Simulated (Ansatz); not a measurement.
The same path of BClFH (4 atoms, charge 0, multiplicity 1) was run 3 times with different band settings. Lost on the way: B1–H2, B1–Cl3. Made: H2–Cl3.

Theory: RKS r2SCANh/def2-SVP (Ansatz 0.2.0).

Relaxed end points:

```xyz
4
Properties=species:S:1:pos:R:3
B 0.246 0.000 0.274
H -0.014 0.000 1.445
Cl 1.905 0.000 -0.278
F -0.714 0.000 -0.619
```

```xyz
4
Properties=species:S:1:pos:R:3
B -0.699 0.001 -0.160
H 1.389 0.000 0.566
Cl 2.621 0.000 0.992
F -1.887 0.000 -0.576
```

Common settings: spring 5.0 eV/Å²; start path through a guess of the saddle point; force threshold 0.05 eV/Å; iteration limit 60; end points relaxed.

| run | movable images | climbing image | optimiser | largest step |
| --- | --- | --- | --- | --- |
| 1 | 7 | yes | quadratic models (default) | default |
| 2 | 3 | no | quadratic models (default) | default |
| 3 | 7 | yes | fire | 0.5 Å |

Problem. What does each run give, and how far can it be trusted?

Solution. Run 1: converged after 13 iterations, highest image 3.703 eV above the first end. Neighbouring images differ by up to 2.1 eV, so the band resolves the path poorly. A vibrational analysis at the climbing image gives one clearly imaginary mode, 739i cm⁻¹: a first-order saddle point.
Run 2: converged after 15 iterations, highest image 3.555 eV above the first end. Neighbouring images differ by up to 2.9 eV, so the band resolves the path poorly. No image climbed, so the highest image needn't sit at the top of the path. So few images can step over the top or miss a turn of the path.
Run 3: converged after 49 iterations, highest image 3.703 eV above the first end. Neighbouring images differ by up to 1.5 eV, so the band resolves the path poorly. Another band between the same ends (7 images) ends at a top of the same energy, where a vibrational analysis finds 1 clearly imaginary mode.
The orbitals stay closed-shell, which can raise the energy where a bond breaks towards radicals; this wasn't checked here.
